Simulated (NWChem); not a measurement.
# One shape, several levels: HNO (nitroxyl)

We compute a comparison of 6 runs (HF/STO-3G, HF/3-21G, HF/6-31G*, HF/def2-SVP, r2SCAN/cc-pVDZ, r2SCAN/def2-TZVPPD) of HNO (nitroxyl). 

The results are computed with NWChem 7.3.0.

3 further runs of the same task are left out: 3 set aside as unsound or not needed. Runs told in other sessions of the task aren't counted.

**1. Starting point**

HNO: 3 atoms, total charge 0, spin state singlet. SMILES: `N=O`. The coordinates come from a PBE0-D4/def2-TZVP relaxation.

Bond lengths: N1–O2 1.190 Å, N1–H3 1.063 Å. Angles: O2–N1–H3 108.9°.

**2. Energy and gradient at HF/STO-3G (run 1)**

m1.nw reads:

```
start m1
title "HNO"
memory total 2200 mb

geometry noautosym nocenter noautoz
  N       -0.283700       0.312790      -0.117160
  O        0.755300       0.397200       0.456500
  H       -0.471600      -0.709980      -0.339350
end

basis spherical bse
  N library STO-3G
  O library STO-3G
  H library STO-3G
end

scf
  thresh 1e-08
  maxiter 80
end

task scf gradient
```

Launch:

```sh
nwchem m1.nw > m1.out
```

The log of the run:

```text
[...]
  functions       =    11
[...]
  wavefunction    = RHF
[...]
         Total SCF energy =   -128.058390638919
      One-electron energy =   -236.888717197691
      Two-electron energy =     78.133132625078
 Nuclear repulsion energy =     30.697193933695
        Time for solution =      0.1s
[...]
                         RHF ENERGY GRADIENTS
    atom               coordinates                        gradient
                 x          y          z           x          y          z
   1 N      -0.536115   0.591087  -0.221400    0.084996  -0.012597   0.044636
   2 O       1.427310   0.750599   0.862660   -0.088162  -0.006775  -0.048631
   3 H      -0.891195  -1.341668  -0.641279    0.003166   0.019372   0.003995
[...]
```

Wall time 0.56 s (1 thread of AMD EPYC 9B45 (Zen 5), shared host); peak memory 0.099 GiB.

**3. Energy and forces at HF/3-21G (run 2)**

hno.xyz reads:

```xyz
3

N     -0.283700     0.312790    -0.117160
O      0.755300     0.397200     0.456500
H     -0.471600    -0.709980    -0.339350
```

hno.nw reads:

```
start hno
memory 2200 mb
charge 0

geometry noautosym nocenter noautoz
  load hno.xyz
end

basis spherical bse
  * library 3-21G
end

scf
  thresh 1e-08
  maxiter 80
end

task scf gradient
```

Launch:

```sh
nwchem hno.nw > hno.out
```

The log of the run:

```text
[...]
  functions       =    20
[...]
  wavefunction    = RHF
[...]
         Total SCF energy =   -129.036829603893
      One-electron energy =   -237.264957897082
      Two-electron energy =     77.530934359494
 Nuclear repulsion energy =     30.697193933695
        Time for solution =      0.1s
[...]
                         RHF ENERGY GRADIENTS
    atom               coordinates                        gradient
                 x          y          z           x          y          z
   1 N      -0.536115   0.591087  -0.221400    0.034488   0.021756   0.021270
   2 O       1.427310   0.750599   0.862660   -0.035390  -0.006518  -0.019968
   3 H      -0.891195  -1.341668  -0.641279    0.000902  -0.015237  -0.001302
[...]
```

Run time: 0.6 s. Hardware: 1 thread of AMD EPYC 9B45 (Zen 5), shared host; peak memory 0.099 GiB.

Run 3 isn't shown in full; the table further down has it.

**4. Energy and forces at HF/def2-SVP (run 4)**

hno.xyz, as its differences from that of step 3:

```diff
@@ -1,3 +1,3 @@
 3
-
+HNO gradient
 N     -0.283700     0.312790    -0.117160
```

run.py reads:

```python
from ase.io import read
from ase.calculators.nwchem import NWChem

system = read('hno.xyz')

calc = NWChem(
    label='hno',
    theory='scf',
    memory='2200 mb',
    basis='def2-SVP',
    basispar='spherical bse',
    scf={'nopen': '0', 'rhf': None, 'thresh': '1e-08', 'maxiter': '80'},
)
system.calc = calc

forces = system.get_forces()
print(f"energy = {system.get_potential_energy():.6f} eV")
print("forces (eV/A):")
for s, f in zip(system.symbols, forces):
    print(f"{s:2s} {f[0]:10.5f} {f[1]:10.5f} {f[2]:10.5f}")
print("dipole (e A):", system.get_dipole_moment().round(4))
```

Launch:

```sh
export ASE_NWCHEM_COMMAND="nwchem PREFIX.nwi > PREFIX.nwo"
python run.py
```

The log of the run:

```text
energy = -3528.831611 eV
forces (eV/A):
N     2.20565   -0.84780    1.09709
O    -2.40383   -0.20075   -1.32787
H     0.19813    1.04850    0.23078
dipole (e A): [-0.1851 -0.3572 -0.1424]
```

The calculator wrote hno.nwi:

```
title "hno"

permanent_dir hno

scratch_dir hno

start hno

geometry units angstrom nocenter noautosym noautoz
  N  -2.8370000000000001e-01 3.1279000000000001e-01 -1.1716000000000000e-01
  O  7.5529999999999997e-01 3.9720000000000000e-01 4.5650000000000002e-01
  H  -4.7160000000000002e-01 -7.0998000000000006e-01 -3.3934999999999998e-01
end

memory 2200 mb

basis spherical bse noprint
   * library def2-SVP
end

scf
  nopen 0
  rhf
  thresh 1e-08
  maxiter 80
end

task scf gradient
```

hno.nwo:

```text
Northwest Computational Chemistry Package (NWChem) 7.3.0
             --------------------------------------------------------

           Job information
           ---------------

    nwchem branch   = 7.3.0
    use scalapack   = T
    input           = hno.nwi
    prefix          = hno.
    data base       = hno/hno.db
    status          = startup
    nproc           =        1

           Memory information
           ------------------

[... 5 lines left out ...]
    hardfail = no
[... 115 lines left out ...]
         Quadratically convergent ROHF
[... 14 lines left out ...]
       Final RHF  results
[... 4 lines left out ...]
      Two-electron energy =     77.812365712379
[... 27 lines left out ...]
                       ROHF Final Molecular Orbital Analysis
[... 184 lines left out ...]
                 ----------------------------------------
                 |  Time  |  1-e(secs)   |  2-e(secs)   |
                 ----------------------------------------
                 |  CPU   |       0.00   |       0.12   |
                 ----------------------------------------
                 |  WALL  |       0.00   |       0.12   |
                 ----------------------------------------

 Task  times  cpu:        0.5s     wall:        0.5s
 Total times  cpu:        0.5s     wall:        0.5s
```

It took 1.3 s on 1 thread of AMD EPYC 9B45 (Zen 5), shared host; peak memory 0.099 GiB.

Run 5 isn't shown in full; the table further down has it.

**5. Energy and forces at r2SCAN/def2-TZVPPD (run 6)**

nw.nw reads:

```
start nw
memory stack 880 mb heap 220 mb global 1100 mb

geometry units angstrom noautosym nocenter noautoz
  N     -0.283700     0.312790    -0.117160
  O      0.755300     0.397200     0.456500
  H     -0.471600    -0.709980    -0.339350
end

basis spherical bse
  N library def2-TZVPPD
  O library def2-TZVPPD
  H library def2-TZVPPD
end

dft
  xc r2scan
  grid fine
  convergence energy 1e-08
  maxiter 100
  mulliken
  noprint "final vectors analysis"
end

task dft gradient
```

Launch:

```sh
nwchem nw.nw > nw.out
```

The log of the run:

```text
[...]
          Wavefunction type:  closed shell.
          No. of atoms     :     3
          No. of electrons :    16
[...]
          Charge           :     0
          Spin multiplicity:     1
[...]
          AO basis - number of functions:    94
[...]
              XC Information
              --------------
                      r^2SCAN Method XC Functional
               r^2SCAN metaGGA Exchange Functional  1.000
                     r^2SCAN Correlation Potential  1.000
[...]
 d= 0,ls=0.0,diis     1   -130.4045978467 -1.61D+02  8.73D-03  6.37D-01     0.7
[...]
 d= 0,ls=0.0,diis    10   -130.4609506150 -5.69D-09  2.69D-07  1.98D-10     5.6
         Total DFT energy =     -130.460950615016
      One electron energy =     -238.571515647663
           Coulomb energy =       93.109810679531
    Exchange-Corr. energy =      -15.696439580579
 Nuclear repulsion energy =       30.697193933695
[...]
  wavefunction    = closed shell
                         DFT ENERGY GRADIENTS
    atom               coordinates                        gradient
                 x          y          z           x          y          z
   1 N      -0.536115   0.591087  -0.221400    0.010873  -0.002796   0.005571
   2 O       1.427310   0.750599   0.862660   -0.011897  -0.001245  -0.006601
   3 H      -0.891195  -1.341668  -0.641279    0.001024   0.004041   0.001031
[...]
```

It took 11 s on 1 thread of AMD EPYC 9B45 (Zen 5), shared host; peak memory 0.12 GiB.

**6. Overview of the runs**

```csv
run,level,iteration cap,module,energy (Eh),dipole moment (D),HOMO energy (eV),LUMO energy (eV),wall time
1,HF/STO-3G,80,scf,-128.058391,1.40,-8.83,6.30,0.56 s
2,HF/3-21G,80,scf,-129.036830,2.14,-11.20,2.99,0.6 s
3,HF/6-31G* (spherical functions),80,scf,-129.783593,1.99,-11.36,2.74,1.1 s
4,HF/def2-SVP,80,scf,-129.682171,2.05,-11.44,2.65,1.3 s
5,r2SCAN/cc-pVDZ,100,dft,-130.412545,1.58,–,–,3.6 s
6,r2SCAN/def2-TZVPPD,100,dft,-130.460951,1.54,–,–,11 s
```

**7. What came out**

| quantity | value |
| --- | --- |
| run 6: total energy | -130.46095 Eh |
| run 6: dipole moment | 1.54 D |
| run 6: largest force on an atom | 0.703 eV/Å |

The dipole moment (its size) runs from 1.40 D (HF/STO-3G) to 2.14 D (HF/3-21G). Over runs 1, 2, 3, 4 the HOMO–LUMO gap runs from 14.09 eV (HF/def2-SVP) to 15.14 eV (HF/STO-3G). In run 1 the basis is minimal, so the values are rough. All runs together took 18 s, the longest 11 s.
